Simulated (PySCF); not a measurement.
CH3, multiplicity 2. Atoms are numbered in the order given.

```xyz
4

C      0.0000     0.0000     0.0000
H      1.0790     0.0000     0.0000
H     -0.5395    -0.9345     0.0000
H     -0.5395     0.9345     0.0000
```
Charge 0, spin multiplicity 2.

Geometry: B3LYP-D3(BJ)/def2-TZVPD. The isomer is the one that the SMILES or the coordinates give; other isomers of the formula were not compared.

Level of theory: CAM-B3LYP/def2-TZVPD run with PySCF.

The molecule is in vacuum.

Computed frontier levels, dipole moment and polarisability:
```
Item                                                                                                            Result
---------------------------------------------------------------------------------------------  -----------------------
α spin, highest occupied and lowest empty level                                                      -8.17 and 1.12 eV
β spin, highest occupied and lowest empty level                                                    -13.09 and -0.66 eV
dipole moment                                                                                                   0.00 D
quadrupole, principal values (traceless, Buckingham form, about the centre of nuclear charge)    -1.84, 0.92, 0.92 D·Å
mean static polarisability                                                                        16.0 bohr³ (2.38 Å³)
polarisability, principal values                                                                16.0, 16.1, 16.1 bohr³
⟨S²⟩                                                                                           0.754 (pure state 0.75)
```
